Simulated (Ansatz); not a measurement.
# BClFH: the cost of one run

Program: Ansatz 0.2.0 through its Python package. The levels of theory stand in the script. These are calculated values, not measurements.

## Step 1: Starting point

Bond lengths: F1–B2 1.475 Å, B2–Cl3 1.874 Å, B2–H4 1.170 Å. Angles: F1–B2–Cl3 122.4°, F1–B2–H4 114.0°, Cl3–B2–H4 123.6°.

No structure file is read: the coordinates are typed or built in the script.

## Step 2: Script

composite.py reads:

```python
import itertools

import ansatz
from ase.data import atomic_numbers, covalent_radii
import numpy as np

BASIS_SET = "def2-SVP"
XC = "r2scan"


def main() -> None:
    geometry = (
        ansatz.Crystal.molecule()
        .atom("F", [1.3983, 0.2669, -0.4519])
        .atom("B", [0.0704, -0.0912, 0.0817])
        .atom("Cl", [-1.5179, 0.6005, -0.6331])
        .atom("H", [0.1048, -0.8365, 0.983])
    )

    model = (
        geometry.calculation()
        .basis(gaussian=BASIS_SET)
        .functional(XC)
    )
    symbols = [site.symbol for site in geometry.cartesian_sites]
    start = np.array([site.position_ang for site in geometry.cartesian_sites], dtype=float)
    r = model.relax(force_tolerance=0.01).run(threads=1).report
    end = np.array(r["positions_ang"])
    radius = [covalent_radii[atomic_numbers[s]] for s in symbols]
    span = lambda where, i, j: np.linalg.norm(where[i] - where[j])
    bonded = [(i, j) for i, j in itertools.combinations(range(len(symbols)), 2) if min(span(start, i, j), span(end, i, j)) < 1.2 * (radius[i] + radius[j])]
    print("pair        before    after (A)")
    for i, j in bonded:
        print(f"{symbols[i]}{i}-{symbols[j]}{j}".ljust(10), f"{span(start, i, j):8.4f} {span(end, i, j):8.4f}")
    for first, second in list(itertools.combinations(bonded, 2)):
        shared = set(first) & set(second)
        if shared and symbols[(j := shared.pop())] != "H":
            i, k = sorted((set(first) | set(second)) - {j})
            u, v = end[i] - end[j], end[k] - end[j]
            angle = np.degrees(np.arccos(np.clip(u @ v / np.linalg.norm(u) / np.linalg.norm(v), -1, 1)))
            print(f"final angle {symbols[i]}{i}-{symbols[j]}{j}-{symbols[k]}{k}: {angle:.2f} deg")

    minimum = ansatz.Crystal.molecule()
    for symbol, place in zip(symbols, end):
        minimum = minimum.atom(symbol, place.tolist())
    at_minimum = minimum.calculation()
    level = lambda method, basis: at_minimum.basis(gaussian=basis).correlation(method).run(threads=1).report
    small, large, cluster = level("mp2", "cc-pVDZ"), level("mp2", "cc-pVTZ"), level("ccsd_t", "cc-pVDZ")
    corr = lambda each: (each["free_energy_ev"] - each["reference_energy_ev"]) / 27.211386246
    mp2_limit = (27 * corr(large) - 8 * corr(small)) / 19
    pieces = {"HF / cc-pVTZ": large["reference_energy_ev"] / 27.211386246, "MP2 correlation, DZ-TZ limit": mp2_limit, "CCSD(T) - MP2 / cc-pVDZ": corr(cluster) - corr(small)}
    for name, value in pieces.items():
        print(f"{name:32s} {value:14.6f} Ha")
    print(f"{'sum':32s} {sum(pieces.values()):14.6f} Ha")
    print("T1 diagnostic", round(cluster["correlation"]["coupled_cluster"]["t1_diagnostic"], 4))


if __name__ == "__main__":
    main()
```

## Step 3: The input behind the calls

The package turns the script's settings into the engine's input (first run):

```yaml
crystal:
  periodic: [false, false, false]
  atoms:
    - { symbol: F, position_ang: [1.3983, 0.2669, -0.4519] }
    - { symbol: B, position_ang: [0.0704, -0.0912, 0.0817] }
    - { symbol: Cl, position_ang: [-1.5179, 0.6005, -0.6331] }
    - { symbol: H, position_ang: [0.1048, -0.8365, 0.983] }
basis:
  gaussian:
    orbitals: def2-SVP
hamiltonian:
  xc: r2scan
relax:
  f_tol: 0.01
```

## Step 4: Running it

Command:

```
$ python composite.py
```

**Question.** How long does this script take on 1 thread of Arm Neoverse V2, shared host, and how much memory does it need?

About 16 s, with a peak of 0.23 GiB.
